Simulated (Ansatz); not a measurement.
The input, for Ansatz 0.2.0:

```yaml
crystal:
  periodic: [false, false, false]
  atoms:
    - {symbol: Be, position_ang: [0.000000, -0.206167, 0.008975]}
    - {symbol: H, position_ang: [0.000000, 0.978842, -1.008668]}
    - {symbol: H, position_ang: [0.000000, 0.864536, 0.928420]}
basis:
  gaussian: {orbitals: def2-TZVP}
total_charge: 1
magnetization: {spin_polarized: false, initial_magnetization: 1}
correlation: {method: ccsd_t, electrons: outside_noble_gas, diis_vectors: 12}
```

```sh
$ ansatz run in.yaml --threads 1 --pin off --events-out ev --progress --plain --max-ram 2393MiB
```

Output:

```
253 factors; integrals over basis functions are off by at most 8.9e-4 eV
mean field evaluation 1: about -417.5788 eV, gradient 7.1e0 eV
mean field evaluation 2: about -417.5814 eV, gradient 7.1e0 eV
mean field evaluation 4: about -417.9102 eV, gradient 6.6e-1 eV
mean field evaluation 8: about -417.9281 eV, gradient 2.7e-1 eV
mean field evaluation 16: about -417.8640 eV, gradient 1.9e0 eV
mean field -417.93365054 eV, -15.3587783717 hartree, gradient 1.2e-6 eV, S^2 0.750000; 0 other end points of the search recorded, 0 dependent functions left out
mean field evaluation 32: about -418.1181 eV, gradient 1.0e-4 eV
1 core orbitals not correlated: weight in the atoms' cores, before any rotation towards them, 1.000 or more for the frozen orbitals, at most 0.000 for the correlated occupied ones
reference -417.93365054 eV, -15.3587783717 hartree; 2, 1 occupied and 28, 29 virtual orbitals, 253 factors
second order -0.89257481 eV of doubles, -0.08886456 eV of singles
cycle   1  -1.20215509 eV  change   -2.2e-1 eV  update   4.7e-2
cycle   2  -1.32863516 eV  change   -1.3e-1 eV  update   2.5e-2
cycle   3  -1.34638216 eV  change   -1.8e-2 eV  update   1.3e-2
cycle   4  -1.35181932 eV  change   -5.4e-3 eV  update   5.0e-3
cycle   5  -1.35198894 eV  change   -1.7e-4 eV  update   2.3e-3
cycle   6  -1.35228729 eV  change   -3.0e-4 eV  update   1.0e-3
cycle   7  -1.35283016 eV  change   -5.4e-4 eV  update   4.9e-4
cycle   8  -1.35267181 eV  change    1.6e-4 eV  update   2.2e-4
cycle   9  -1.35274107 eV  change   -6.9e-5 eV  update   8.1e-5
cycle  10  -1.35275604 eV  change   -1.5e-5 eV  update   2.5e-5
cycle  11  -1.35274275 eV  change    1.3e-5 eV  update   8.1e-6
cycle  12  -1.35274706 eV  change   -4.3e-6 eV  update   3.0e-6
cycle  13  -1.35274594 eV  change    1.1e-6 eV  update   1.1e-6
perturbative correction -0.01514892 eV, -0.0005567125 hartree
Total energy: -419.30154540 eV, -15.4090475808 hartree
```

The T1 diagnostic is 0.054.

Ran on 1 thread of Arm Neoverse V1, shared host: 0.3 s wall, 0.08 GiB peak host memory.
